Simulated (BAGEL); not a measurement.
# [BF2]+ (SMILES F[B+]F) at HF/cc-pVTZ (density fitting with qzvpp-jkfit)

Aim: the vertical ionisation energy of [BF2]+ at HF/cc-pVTZ (density fitting with qzvpp-jkfit), from 2 runs. 

The calculation is run with BAGEL 1.2.2.

1 further run of the same task is left out (it didn't finish).

**1. The system as given**

[BF2]+: 3 atoms, total charge +1, spin state singlet. As SMILES, `F[B+]F`. The shape is that of a GFN2-xTB optimisation.

Bond lengths: F1–B2 1.219 Å, B2–F3 1.219 Å. Angles: F1–B2–F3 179.9°.

**2. The energy at HF/cc-pVTZ (density fitting with qzvpp-jkfit)**

Contents of calc.json:

```json
{ "bagel": [

{
  "title": "molecule",
  "basis": "cc-pvtz.json",
  "df_basis": "qzvpp-jkfit",
  "angstrom": true,
  "geometry": [
    { "atom": "F", "xyz": [       0.327370,       1.133870,       0.305680 ] },
    { "atom": "B", "xyz": [       0.000740,      -0.000320,       0.000370 ] },
    { "atom": "F", "xyz": [      -0.328120,      -1.133550,      -0.306050 ] }
  ]
},

{ "title": "hf", "charge": 1 },

{ "title": "print", "file": "orbitals.molden", "orbitals": true }

]}
```

The basis set cc-pVTZ is read from a file made from the Basis Set Exchange's data (not shown).

Command:

```
$ BAGEL_NUM_THREADS=1 BAGEL calc.json > calc.out
```

Standard output:

```text
* using 1 threads per process

  ===============================================================
  ===============================================================

  *** Geometry ***

  { "atom" : "F", "xyz" : [      0.618640,      2.142704,      0.577651 ] },
  { "atom" : "B", "xyz" : [      0.001398,     -0.000605,      0.000699 ] },
  { "atom" : "F", "xyz" : [     -0.620057,     -2.142099,     -0.578351 ] },

  Number of auxiliary basis functions:      229

  Since a DF basis is specified, we compute 2- and 3-index integrals:
    o Being stored without compression. Storage requirement is 0.015 GB

  Number of basis functions:       90
  Number of electrons      :       23

    * METHOD: MOLECULE                             0.06

  *** RHF ***

  === Nuclear Repulsion ===
    56.6451617552

      * DIIS with orbital gradients will be used.

  === RHF iteration (cc-pvtz.json) ===
      0       -223.17553210          0.02698770           0.01
      1       -223.30949875          0.01856229           0.01
      2       -223.40040617          0.00099697           0.01
      3       -223.40079331          0.00023908           0.01
      4       -223.40081805          0.00006575           0.01
      5       -223.40082080          0.00000989           0.01
      6       -223.40082087          0.00000169           0.01
      7       -223.40082087          0.00000021           0.01
      8       -223.40082087          0.00000006           0.01
      9       -223.40082087          0.00000002           0.01
     10       -223.40082087          0.00000000           0.01
    * SCF iteration converged.

    * Permanent dipole moment:
           (   -0.002764,     0.001204,    -0.001374) a.u.

    * METHOD: HF                                   0.19

    * METHOD: PRINT                                0.01

  ===============================================================
```

It took 0.44 s on 1 thread of Arm Neoverse V2, shared host.

**3. Doublet [BF2]2+**

Contents of hf.json:

```json
{ "bagel" : [

{
  "title" : "molecule",
  "basis" : "cc-pvtz.json",
  "df_basis" : "qzvpp-jkfit",
  "angstrom" : true,
  "geometry" : [
    { "atom" : "F", "xyz" : [       0.327370,       1.133870,       0.305680 ] },
    { "atom" : "B", "xyz" : [       0.000740,      -0.000320,       0.000370 ] },
    { "atom" : "F", "xyz" : [      -0.328120,      -1.133550,      -0.306050 ] }
  ]
},

{ "title" : "uhf", "charge" : 2, "nopen" : 1 },

{ "title" : "print", "file" : "orbitals.molden", "orbitals" : true }

]}
```

The basis set cc-pVTZ is read from a file made from the Basis Set Exchange's data (not shown).

Command:

```
$ BAGEL_NUM_THREADS=1 BAGEL hf.json > hf.out
```

Standard output:

```text
* using 1 threads per process

  ===============================================================
  ===============================================================

  *** Geometry ***

  { "atom" : "F", "xyz" : [      0.618640,      2.142704,      0.577651 ] },
  { "atom" : "B", "xyz" : [      0.001398,     -0.000605,      0.000699 ] },
  { "atom" : "F", "xyz" : [     -0.620057,     -2.142099,     -0.578351 ] },

  Number of auxiliary basis functions:      229

  Since a DF basis is specified, we compute 2- and 3-index integrals:
    o Being stored without compression. Storage requirement is 0.015 GB

  Number of basis functions:       90
  Number of electrons      :       23

    * METHOD: MOLECULE                             0.06

  *** Open-shell HF ***

  === Nuclear Repulsion ===
    56.6451617552

      * DIIS with orbital gradients will be used.

  === UHF iteration (cc-pvtz.json) ===
      0       -222.26916732          0.04199296           0.02
      1       -222.40816086          0.01969770           0.03
      2       -222.43199797          0.00994132           0.03
      3       -222.44200519          0.00156728           0.02
      4       -222.44409589          0.00061740           0.03
      5       -222.44471669          0.00021054           0.03
      6       -222.44480063          0.00002758           0.03
      7       -222.44480274          0.00000842           0.03
      8       -222.44480329          0.00000671           0.03
      9       -222.44480340          0.00000484           0.03
     10       -222.44480344          0.00000519           0.03
     11       -222.44480337          0.00000284           0.03
     12       -222.44480343          0.00000142           0.03
     13       -222.44480344          0.00000083           0.03
     14       -222.44480344          0.00000048           0.02
     15       -222.44480344          0.00000036           0.03
     16       -222.44480344          0.00000025           0.03
     17       -222.44480344          0.00000019           0.03
     18       -222.44480344          0.00000015           0.03
     19       -222.44480344          0.00000017           0.03
     20       -222.44480344          0.00000017           0.03
     21       -222.44480344          0.00000017           0.03
     22       -222.44480344          0.00000015           0.02
     23       -222.44480344          0.00000014           0.03
     24       -222.44480344          0.00000014           0.03
     25       -222.44480344          0.00000014           0.03
     26       -222.44480344          0.00000014           0.03
     27       -222.44480344          0.00000013           0.03
     28       -222.44480344          0.00000012           0.03
     29       -222.44480344          0.00000012           0.03
     30       -222.44480344          0.00000010           0.03
     31       -222.44480344          0.00000011           0.03
     32       -222.44480344          0.00000007           0.03
     33       -222.44480344          0.00000003           0.03
     34       -222.44480344          0.00000001           0.03
     35       -222.44480344          0.00000001           0.03
    * SCF iteration converged.

    * S^2 (UHF) is 0.8918

    * Permanent dipole moment:
           (   -0.002513,     0.001281,    -0.001228) a.u.

    * METHOD: UHF                                  1.00

    * METHOD: PRINT                                0.01

  ===============================================================
```

Wall time 1.2 s (1 thread of Arm Neoverse V2, shared host).

**4. What came out**

At HF/cc-pVTZ (density fitting with qzvpp-jkfit):

```
                                            quantity          value
                        singlet [BF2]+: total energy  -223.40082 Eh
                         singlet [BF2]+: HOMO energy      -28.33 eV
                         singlet [BF2]+: LUMO energy       -4.71 eV
                       singlet [BF2]+: HOMO–LUMO gap       23.62 eV
                       doublet [BF2]2+: total energy  -222.44480 Eh
                               doublet [BF2]2+: ⟨S²⟩          0.892
vertical ionisation energy (to the doublet dication)      26.015 eV
```

**Reading.** The vertical ionisation energy comes to 26.01 eV (2510 kJ/mol). The negative HOMO energy of the first species, 28.33 eV, lies 2.32 eV above that difference. ⟨S²⟩ (doublet [BF2]2+) is 0.89 where a pure doublet has 0.75: the reference is spin-contaminated.
